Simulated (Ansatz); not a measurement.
**SiN⁺, triplet: the ladder up to full CI**

Geometry: a point of a stretch scan, not a stationary point.

```xyz
2

Si    0.0000    0.0000    0.0000
N     0.0000    0.0000    1.4170
```

Basis cc-pVDZ; Ansatz 0.2.0. Only valence electrons are correlated (noble-gas cores frozen), which leaves 8 electrons in 26 orbitals. Prefix R: restricted or restricted open-shell reference; prefix U: unrestricted. Active spaces: pair = (4e, 4o) about the gap; valence = (8e, 8o) chosen from the atoms' valence shells.

Full CI is exact within this basis and frozen core; it isn't the basis-set limit. The frozen core follows each run's orbitals, which can shift R against U totals by a few meV.

For open shells CISD is restricted-active-space CI with the open shells as a complete middle space.

The UHF ⟨S²⟩ is 2.036 and the T1 diagnostic (RCCSD) is 0.0769. The largest doubles amplitude (RCCSD) is 0.096. The T1 diagnostic (UCCSD) is 0.0670.

| level | E − E(RHF) (eV) |
| --- | --- |
| UHF | -0.1892 |
| RMP2 | -4.3042 |
| UMP2 | -4.3394 |
| RCCSD | -5.3515 |
| UCCSD | -5.3553 |
| RCCSD(T) | -5.5364 |
| UCCSD(T) | -5.5345 |

**Question.** Estimate how far full CI in cc-pVDZ lies from RCCSD(T). The table doesn't fix it; the size of (T) and the diagnostics are the guide.

**Answer.** Full CI in cc-pVDZ lies 6.3 kJ/mol below RCCSD(T), which is 35 % of the (T) step (-17.8 kJ/mol). T1 is raised, and the rest is a large part of (T). The miss exceeds 1 kcal/mol.

The other levels:

| level | E − E(full CI) (kJ/mol) | share of correlation (%) | wall time |
| --- | --- | --- | --- |
| CISD | 58.6 | 89.15 | 1.1 s |
| BCCD(T) | 6.1 | 98.88 | 1.9 s |
| RCCSDT | 2.0 | 99.62 | – |
| UCCSDT | 2.0 | 99.63 | – |
| RCCSDT(Q) | 0.0 | 100.01 | 6 s |
| UCCSDT(Q) | -0.1 | 100.02 | 5.5 s |
| RCCSDTQ | 0.1 | 99.98 | 16 s (H100) |
| UCCSDTQ | 0.0 | 100.00 | 14 s (H100) |
| CASSCF (pair space) | 485.4 | 10.20 | – |
| NEVPT2 (pair space) | 109.2 | 79.79 | 1 s |
| MRCISD (pair space) | 61.7 | 88.59 | – |
| MRCISD+Q (pair space) | 26.8 | 95.04 | 1.4 s |
| CASSCF (valence space) | 322.0 | 40.43 | – |
| NEVPT2 (valence space) | 68.7 | 87.28 | 2.3 s |
| MRCISD (valence space) | 17.5 | 96.76 | – |
| MRCISD+Q (valence space) | 2.2 | 99.59 | 3 s |

The correlation energy at full CI, counted from RHF, is -5.602 eV. That run took 22 s on 2 threads of AMD EPYC 7R13 with a shared H100 80 GB, shared host over 55,874,896 determinants.

Times hold each run's SCF and search for its determinant on a shared host, so for small cases they say little of a method's own cost; rows without a card ran on 1 thread of AMD EPYC 7R13. Some runs computed forces too.

The full-CI state has the irrep B2 of C2v, in the program's axes (one component, if the state is degenerate).

Natural occupations of full CI about the gap: 1.972 1.919 1.890 1.016 0.982 0.076 0.051 0.024 0.010 0.009; effectively unpaired electrons, Σ n²(2−n)², 2.10.
